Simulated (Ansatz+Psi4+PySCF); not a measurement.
Values are calculated unless marked as measured or tabulated.
A run of PySCF 2.14.0 on singlet HClO at this shape:

```xyz
3

O     0.0367    1.1135    0.0000
H    -0.9175    1.3289    0.0000
Cl    0.0367   -0.6022    0.0000
```

Its results:

| Quantity | Value |
| --- | --- |
| Converged | yes |
| Reference energy | -534.91917 hartree |
| Correlation energy | -0.44013 hartree |
| Total energy | -535.35930 hartree |
| Spin squared of the determinant | 0.000 |

Question: Which input gives this output? Name the method, the orbitals and the basis set, and write the input.

Answer: RHF-MP2 in cc-pVTZ on H, O; cc-pV(T+d)Z on Cl. An unrestricted run that stays on the closed shell gives the same numbers.

```python
from pyscf import gto, scf, mp

# the (T+d) and (D+d) sets load through basis_set_exchange
mol = gto.M(atom="""
O 0.036700 1.113520 0.000000
H -0.917550 1.328880 0.000000
Cl 0.036700 -0.602180 0.000000
""", basis={'Cl': 'cc-pv(t+d)z', 'H': 'cc-pvtz', 'O': 'cc-pvtz'}, charge=0, spin=0)
mf = scf.RHF(mol)
mf.kernel()
pt = mp.MP2(mf, frozen=6).run()
print(mf.e_tot, pt.e_corr, pt.e_tot)
```
